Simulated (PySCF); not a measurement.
**N2 with other numerical set-ups**

The method stays; parts of the set-up, such as the basis or the Hamiltonian, are changed.

Method: each script names its method and basis; program: PySCF 2.14.0.

## 1. The system as given

N2: 2 atoms, charge 0, spin multiplicity 1.

Bond lengths: N1–N2 1.179 Å.

## 2. The run that the others are compared with

Contents of input.py:

```python
from pyscf import gto, scf, mp

mol = gto.M(
    atom='N 0 0 0; N 0 0 1.179',
    basis='sto-3g',
    charge=0,
    spin=0,
    symmetry=True,
    verbose=4,
)
mf = scf.UHF(mol)
mf.kernel()
mp.MP2(mf, frozen=2).kernel()
mf.dip_moment()
print('orbital energies (hartree):', [e[max(0, n-3):n+3].round(4) for e, n in zip(mf.mo_energy, mol.nelec)])
```

The run is started by

```sh
> OMP_NUM_THREADS=1 python input.py
```

Its log is not repeated here.

It gives: E(SCF) = -107.494397 Eh, 5 cycles, E(MP2) − E(SCF) = -0.18577 Eh, μ = 0.00 D (of the SCF density).

The bond length is a typed value, not an optimised one.

## 3. Sbkjc (core potential on)

Variant 1 changes basis set: sto-3g → sbkjc; core potential: off → on; frozen orbitals: 2 → none. The core potential changes with it, and so the count of electrons: totals don't compare.

Contents of input.py:

```python
from pyscf import gto, scf, mp

mol = gto.M(
    atom='N 0 0 0; N 0 0 1.179',
    basis='sbkjc',
    ecp={'N': 'sbkjc'},
    charge=0,
    spin=0,
    symmetry=True,
    verbose=4,
)
mf = scf.UHF(mol)
mf.kernel()
mp.MP2(mf).kernel()
mf.dip_moment()
print('orbital energies (hartree):', [e[max(0, n-3):n+3].round(4) for e, n in zip(mf.mo_energy, mol.nelec)])
```

The run is started by

```sh
> OMP_NUM_THREADS=1 python input.py
```

## 4. Pcseg-2

Variant 2 changes basis set: sto-3g → pcseg-2.

input.py, as its differences from that of step 2:

```diff
@@ -4,3 +4,3 @@
     atom='N 0 0 0; N 0 0 1.179',
-    basis='sto-3g',
+    basis='pcseg-2',
     charge=0,
```

## 5. 6-311++g**

Variant 3 changes basis set: sto-3g → 6-311++g**.

input.py, as its differences from that of step 2:

```diff
@@ -4,3 +4,3 @@
     atom='N 0 0 0; N 0 0 1.179',
-    basis='sto-3g',
+    basis='6-311++g**',
     charge=0,
```

## 6. Cc-pcvdz

Variant 4 changes basis set: sto-3g → cc-pcvdz.

input.py, as its differences from that of step 2:

```diff
@@ -4,3 +4,3 @@
     atom='N 0 0 0; N 0 0 1.179',
-    basis='sto-3g',
+    basis='cc-pcvdz',
     charge=0,
```

## 7. Spin-free X2C on

Variant 5 changes spin-free X2C: off → on.

input.py, as its differences from that of step 2:

```diff
@@ -11,2 +11,3 @@
 mf = scf.UHF(mol)
+mf = mf.sfx2c1e()
 mf.kernel()
```

## 8. Cartesian functions on

Variant 6 changes Cartesian functions: off → on.

input.py, as its differences from that of step 2:

```diff
@@ -8,2 +8,3 @@
     symmetry=True,
+    cart=True,
     verbose=4,
```

Before running it: what results should come out? Wanted: for each run, E(SCF); from base; gap; after the SCF.

The runs gave:

```csv
run,E(SCF) (hartree),from base (eV),cycles,gap (eV),functions,after the SCF
base,-107.494397,0,5,20.84,10,MP2 correlation -5.055 eV
sbkjc (core potential on),-19.308651,not comparable,7,18.93,16,MP2 correlation -6.392 eV
pcseg-2,-108.949004,-39.5819,8,18.90,60,MP2 correlation -10.669 eV
6-311++g**,-108.941104,-39.3669,8,18.61,44,MP2 correlation -9.629 eV
cc-pcvdz,-108.926307,-38.9643,7,19.33,36,MP2 correlation -9.177 eV
spin-free X2C on,-107.538397,-1.1973,5,20.84,10,MP2 correlation -5.058 eV
Cartesian functions on,-107.494397,0.0000,5,20.84,10,MP2 correlation -5.055 eV
```

What this shows: No change of the SCF energy comes from Cartesian functions on. Of the runs whose energies can be compared, “pcseg-2” moves the SCF energy most (-39.582 eV). pcseg-2 (60 functions) gives an energy 39.58 eV lower than sto-3g (10). 6-311++g** (44 functions) gives an energy 39.37 eV lower than sto-3g (10). cc-pcvdz (36 functions) gives an energy 38.96 eV lower than sto-3g (10). Scalar relativity lowers the total energy by 1.20 eV, nearly all of it in the inner shells.
